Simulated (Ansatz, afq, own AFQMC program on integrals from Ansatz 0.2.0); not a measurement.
Integrals from Ansatz 0.2.0, then the random walk in our own AFQMC program (afq).

```yaml
crystal:
  periodic: [false, false, false]
  atoms:
    - {symbol: Si, position_ang: [0.000000, 0.074574, 1.524925]}
    - {symbol: Ge, position_ang: [0.000000, -0.006445, -0.640181]}
    - {symbol: H, position_ang: [0.000000, -0.307349, 2.968212]}
    - {symbol: H, position_ang: [0.000000, -1.306134, 0.677331]}
basis:
  gaussian: {orbitals: cc-pVDZ}
magnetization: {spin_polarized: true, initial_magnetization: 0}
correlation: {method: ccsd_t, electrons: outside_noble_gas, hamiltonian_folder: ham}
```

```sh
$ ansatz run in.yaml --threads 1 --pin off --events-out ev --progress --plain --max-ram 16896MiB --backend cuda --devices 0, --max-vram 18GiB
```

afq runs on the folder ham with

```
--method free --trial cisd --walkers 100 --time-step 0.01 --max-blocks 120 --target-error 0.00076 --factor-cut 1e-05 --seed 6991 --times 0.0,0.2,0.4,0.8,1.2 --taylor-order 4
```

Times are imaginary, in 1/Eh. The walk had a cap of 60 s. Filled inner d shells are frozen with the cores.

Output of the walk:

```
orbitals 36  electrons 5 5  factors 285 of 599
reference energy -2365.33655428 Eh
CCSD correlation -0.21614684 Eh in 11 cycles, weight of the determinant in the CISD state 0.8407
repeat  energy at the last time / Eh  error
    10  -2365.563505  0.000761
    20  -2365.563513  0.000468
    30  -2365.563353  0.000399
time / (1/Eh)  energy / Eh  error  mean overlap
  0.00  -2365.552725  0.000186  1.1907
  0.20  -2365.556808  0.000350  1.1894
  0.40  -2365.559310  0.000323  1.1888
  0.80  -2365.562264  0.000317  1.1867
  1.20  -2365.563394  0.000389  1.2048
energy -2365.563394 +/- 0.000389 Eh
```

The run failed at least one of its tests; the cautions name the faults.

Against this walk (error 10.6 meV) on the same determinant: CCSD(T) 9.5 meV lower (within the noise), CCSDT(Q) 69.0 meV lower, CCSDTQ 68.8 meV lower. The error is statistical, and a free projection of finite length keeps a remainder of its start. The projection is still falling at its last time (meV from the last point: 290 ± 5 at 0.00, 179 ± 10 at 0.20, 111 ± 9 at 0.40, 31 ± 9 at 0.80, 0 ± 11 at 1.20), so its energy is a cut-off value, and the gaps above aren't errors of the other methods.

Cautions: remainder of the start not in the error; start not forgotten; no relativity below Rb; no spin-orbit coupling; inner d shell frozen; an unrestricted solution with more broken spin lies lower (91 meV, ⟨S²⟩ 0.42), while this determinant keeps restricted orbitals.

The walk took 4.4 s on 1 × NVIDIA H100 80GB HBM3 with 2 threads of AMD EPYC 7R13 Processor (Zen 3) (shared host) (the card was shared). The log's last line is the free-projection energy.

CCSDT and higher add their correlation energy to the determinant of the CCSD(T) run, since their own runs factorise the integrals more tightly (a shift of under 2 meV). A walk keeps the symmetry of its determinant, which the program's search chose and which needn't be the lowest solution, so a lower state of the same spin and another symmetry isn't excluded.
